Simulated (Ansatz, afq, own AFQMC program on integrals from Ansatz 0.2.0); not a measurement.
**GeH⁺, singlet → GeH⁺, triplet**

```yaml
atoms:
  - { symbol: Ge, position_ang: [0.0000, 0.0000, 0.0000] }
  - { symbol: H, position_ang: [0.0000, 0.0000, 1.5886] }
```

E(triplet, charge +1) − E(singlet, charge +1) at this geometry, on RHF and UHF determinants.

Basis cc-pVQZ. Noble-gas cores (and the filled d shells of Ga–Kr and In–Xe) are frozen. AFQMC by an in-house program on the Cholesky factors that Ansatz 0.2.0 writes for its CCSD(T) run. The CISD trial takes its coefficients from CCSD amplitudes. Released means that phaseless walkers are propagated on without the constraint, phases kept. ± is one standard error of the sampling. No spin–orbit coupling. The errors of all members are added in quadrature.

No full CI on the walks' own integrals is used here; CCSDT(Q) serves as the reference and is uncertain by about the last step of the cluster series. Each member takes its own surest rung, up to full CI.

Errors are counted within cc-pVQZ, not against nature.

Cautions: inner d shell frozen; no relativity below Rb; no spin-orbit coupling; GeH⁺ (triplet): another spin lies lower.

```json
{"level": "CCSD", "vertical spin gap (kcal/mol)": "53.7"}
{"level": "HF", "vertical spin gap (kcal/mol)": "39.0"}
```

Problem. From these cheaper values, estimate the vertical spin gap at the reference level in cc-pVQZ.

Solution. 53.5 kcal/mol (CCSDT(Q) in cc-pVQZ).

```tsv
level	vertical spin gap (kcal/mol)	error against CCSDT(Q) (kcal/mol)
MP2	51.4	-2.2
CCSD(T)	53.6	0.1
CCSDT	53.5	0.0
ph-AFQMC/CISD	53.5 ± 0.04	0.0 ± 0.04
released AFQMC	53.5 ± 0.02	0.0 ± 0.02
```

Correlation beyond CCSD(T) takes off 0.1 kcal/mol. The perturbative (T) step is worth −0.1 kcal/mol.

A walk keeps the symmetry of its determinant, which the program's search chose and which needn't be the lowest solution, so a lower state of the same spin and another symmetry isn't excluded. Released energies are given only where the last usable release times agree within the noise; a slower fall can still hide under it.
